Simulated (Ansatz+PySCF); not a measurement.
Values are calculated unless marked as measured or tabulated.
## Ansatz (development build ahead of 0.2.0) run

```yaml
crystal:
  periodic: [false, false, false]
  atoms:
    - { symbol: Na, position_ang: [0.0, 0.0, 0.0] }
    - { symbol: H, position_ang: [2.43251, 0.0, 2.04112] }
    - { symbol: H, position_ang: [-1.96592, 0.0, 1.64961] }
basis:
  gaussian: { orbitals: STO-3G }
magnetization:
  initial_magnetization: 3
hamiltonian:
  xc: hf
correlation:
  method: ccsd_t
  frozen_orbitals: { H: 0, Na: 1 }
scf:
  omitted_lower_state_checks: [stability, starts, atomic_configurations, cluster_reference, orbital_swaps, given_window_search, neighbouring_geometries, increment]
```

The input is written out in the form of the current development build from the run's settings. Correlation on restricted open-shell orbitals is semicanonical, with singles.

Results

```yaml
Converged: yes
Reference_energy: -160.59502 hartree
CCSD_correlation_energy: -0.04158 hartree
Triples_correction: -0.00178 hartree
Total_energy: -160.63838 hartree
Spin_squared_of_the_determinant: 3.750
T1_diagnostic: 0.006
Largest_doubles_amplitude: 0.03
Occupied_orbitals_by_symmetry_in_an_Abelian_subgroup_alpha;_beta: 7 A' 1 A''; 4 A' 1 A''
```
